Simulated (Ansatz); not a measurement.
```yaml
crystal:
  periodic: [true, true, true]
  atoms:
    - {symbol: N, position_ang: [-1.218366, 0.317985, -0.353355]}
    - {symbol: Si, position_ang: [-0.179970, -1.046295, -0.427165]}
    - {symbol: N, position_ang: [1.224757, -0.398304, 0.315683]}
    - {symbol: H, position_ang: [-2.153868, 0.263686, -0.720632]}
    - {symbol: H, position_ang: [-1.015868, 1.229536, 0.029693]}
    - {symbol: H, position_ang: [1.357754, 0.533141, 0.680891]}
    - {symbol: H, position_ang: [2.046861, -0.967749, 0.429186]}
basis:
  gaussian: {orbitals: def2-TZVP}
magnetization: {spin_polarized: true, initial_magnetization: 0}
hamiltonian: {xc: {name: RPBE}}
scf: {lower_state_search: full}
```

```sh
$ ansatz run in.yaml --threads 2 --pin off --events-out ev --progress --plain --max-ram 32768MiB --backend cpu
```

It prints (some lines left out):

```
Error: YAML parse error: error: line 2 column 3: crystal: missing field `lattice` (a structure is typed as `lattice` and `atoms`, a molecule's as `atoms` in Å alone, or read from a run's directory, `checkpoint`)
 --> <input>:2:3
1 | crystal:
2 |   periodic: [true, true, true]
3 |   atoms:
4 |     - {symbol: N, position_ang: [-1.218366, 0.317985, -0.353355]}
```

In this input the molecule is marked periodic without a cell. The program refused the input.
